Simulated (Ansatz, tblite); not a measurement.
Cost and result up the ladder for Na₃⁻ (3 atoms). The state is a singlet with charge -1. Geometry: PBE0/def2-TZVPD.

```xyz
3

Na   -0.0004    0.0003    0.0014
Na   -1.2531    3.0758   -0.8750
Na    1.2535   -3.0761    0.8736
```

Ansatz on 4 threads of Arm Neoverse V1 on a shared host; xTB runs through tblite on one thread. Times are rough, summed over both states, and most runs start from the orbitals of an earlier one. PBE0/def2-TZVPD serves as the yardstick here, not as an exact answer. The other state is a doublet.

The xTB rows come from tblite. Correlated methods freeze 3 core orbitals; core or outer-core shells of Na are correlated, in sets that lack core-valence functions. The structure comes from a short search, and lower isomers may exist.

Run but left out: HF/def2-TZVPPD, r2SCAN/def2-TZVPD (singlet: restricted singlet, unstable towards broken spin symmetry); MP2/def2-TZVPPD (neutral doublet: ⟨S²⟩ 1.09, where a pure state has 0.75).

Correlated methods converge slowly with the basis.

Raw xTB energies of ions are shifted by several eV.

```
              level  functions  vertical IE (eV)  difference from PBE0/def2-TZVPD (eV)                                                                        remarks
           GFN2-xTB         12              2.18                                  1.12                                                                              –
CCSD(T)/def2-TZVPPD        105              1.17                                  0.11  restricted SCF unstable (-1 singlet), spin-contaminated (⟨S²⟩ 1.09) (doublet)
    PBE0/def2-TZVPD        105              1.06                                  0.00                                                                              –
     PBE/def2-TZVPD        105              1.09                                  0.03                                                   HOMO above zero (-1 singlet)
```

(1) Estimate how long each takes.

Answers

(1) GFN2-xTB 0.002 s; PBE/def2-TZVPD 2.5 s; PBE0/def2-TZVPD 5.2 s; CCSD(T)/def2-TZVPPD 13 s. On shared hardware such times vary by a factor of up to 3.
